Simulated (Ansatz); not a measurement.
hcp Re was calculated with LDA (Ansatz, an electronic-structure program, PAW).

A perfect cell of 2 atoms has -21215.3056 eV. A cell of 36 sites with one atom taken out, atoms relaxed at the host's volume, has -371264.0981 eV. Energies are extrapolated to zero smearing.

Defect cell: Numerical settings: plane-wave cutoff 500 eV, 5×5×5 k mesh, Fermi–Dirac smearing 0.1 eV, cell of 36 sites, scalar-relativistic PAW data made under PBE.

Perfect cell: Numerical settings: plane-wave cutoff 500 eV, 15×15×10 k mesh (along the axes of the cell as run), Fermi–Dirac smearing 0.1 eV, scalar-relativistic PAW data made under PBE.

Q: Work out the vacancy formation energy, and the share of vacant sites at 2750 K if the formation entropy is left out.

A: E_f = E(35) − 35 × E_bulk per atom = -371264.0981 − 35 × (-21215.3056/2) = 3.75 eV. With k_B T = 0.23698 eV, exp(−3.75/0.23698) = 1e-07. Before relaxation the value is 3.83 eV.

The cell is finite, so the vacancy feels its images.

Note: energies are extrapolated to zero smearing, and mesh and cell size move such values by some hundredths of an eV or more.
